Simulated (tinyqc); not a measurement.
Inside a calculation. Method: G0W0 on RHF in the sto-3g basis, for H2O, spin multiplicity 1. One step of it, computed by the program tinyqc.

Task: Iteration 8 (converged): orbitals. Diagonalise F' = X^T F X, C = X C', fill 5 alpha and 5 beta electrons from the bottom; D = 2 C_occ C_occ^T. Each column has its largest component positive (the first on a tie).

converged F (hartree):
```
             1O 1s      1O 2s     1O 2px     1O 2py     1O 2pz      2H 1s      3H 1s
1O 1s   -20.235043  -5.164574   0.000000  -0.000618  -0.031093  -1.352482  -1.278583
1O 2s    -5.164574  -2.464849   0.000000  -0.007268  -0.153143  -1.121936  -1.079453
1O 2px    0.000000   0.000000  -0.398164   0.000000   0.000000   0.000000   0.000000
1O 2py   -0.000618  -0.007268   0.000000  -0.344746  -0.007254  -0.397060   0.389315
1O 2pz   -0.031093  -0.153143   0.000000  -0.007254  -0.385145  -0.405861  -0.399327
2H 1s    -1.352482  -1.121936   0.000000  -0.397060  -0.405861  -0.661042  -0.471810
3H 1s    -1.278583  -1.079453   0.000000   0.389315  -0.399327  -0.471810  -0.624724
```

X:
```
                1          2          3         4          5          6         7
1O 1s   -0.290762   0.037636   0.764312  0.000000  -0.618010   0.000000  0.139709
1O 2s    1.231088  -0.125333  -0.308802  0.000000  -0.308665  -0.001901  0.405299
1O 2px   0.000000   0.000000   0.000000  1.000000   0.000000   0.000000  0.000000
1O 2py   0.116524   0.928646  -0.000302  0.000000   0.006105   0.708358  0.004917
1O 2pz   0.592802  -0.063524   0.642509  0.000000   0.638934  -0.005116  0.195402
2H 1s   -0.891704  -0.831983  -0.142489  0.000000   0.116069   0.353125  0.376478
3H 1s   -0.649605   0.996292  -0.145461  0.000000   0.116492  -0.365940  0.367974
```

Give: F' = X^T F X; orbital energies; coefficients C; D after iteration 8.

Result:

F' = X^T F X (hartree):
```
         1        2        3        4        5        6        7
1   0.3249   0.0739   1.3934   0.0000  -0.9231   0.0167   0.0276
2   0.0739   0.7532  -0.2189   0.0000   0.1643   0.1325  -0.0247
3   1.3934  -0.2189  -9.2607   0.0000   9.0201  -0.0013  -3.6805
4   0.0000   0.0000   0.0000  -0.3982   0.0000   0.0000   0.0000
5  -0.9231   0.1643   9.0201   0.0000  -9.6196  -0.0023   3.8998
6   0.0167   0.1325  -0.0013   0.0000  -0.0023  -0.6176  -0.0044
7   0.0276  -0.0247  -3.6805   0.0000   3.8998  -0.0044  -2.7897
```

orbital energies (hartree): MO1 -20.2440, MO2 -1.2975, MO3 -0.6304, MO4 -0.4702, MO5 -0.3982, MO6 0.6533, MO7 0.7792

coefficients C:
```
            MO1      MO2      MO3      MO4     MO5      MO6      MO7
1O 1s    0.9940  -0.2308   0.0038   0.1086  0.0000  -0.1346  -0.0169
1O 2s    0.0274   0.8170  -0.0210  -0.5655  0.0000   0.9384   0.1304
1O 2px   0.0000   0.0000   0.0000   0.0000  1.0000   0.0000   0.0000
1O 2py   0.0002   0.0071   0.6159  -0.0071  0.0000  -0.1071   0.9934
1O 2pz   0.0049   0.1507   0.0107   0.7696  0.0000   0.7689   0.0918
2H 1s   -0.0066   0.1649   0.4451   0.2593  0.0000  -0.7288  -0.9817
3H 1s   -0.0062   0.1552  -0.4463   0.2744  0.0000  -0.9035   0.7769
```

D after iteration 8:
```
          1O 1s    1O 2s  1O 2px   1O 2py   1O 2pz    2H 1s    3H 1s
1O 1s    2.1064  -0.4456  0.0000   0.0002   0.1076  -0.0295  -0.0278
1O 2s   -0.4456   1.9770  0.0000  -0.0063  -0.6244  -0.0429  -0.0383
1O 2px   0.0000   0.0000  2.0000   0.0000   0.0000   0.0000   0.0000
1O 2py   0.0002  -0.0063  0.0000   0.7589   0.0044   0.5469  -0.5514
1O 2pz   0.1076  -0.6244  0.0000   0.0044   1.2302   0.4583   0.4595
2H 1s   -0.0295  -0.0429  0.0000   0.5469   0.4583   0.5852  -0.2037
3H 1s   -0.0278  -0.0383  0.0000  -0.5514   0.4595  -0.2037   0.5972
```
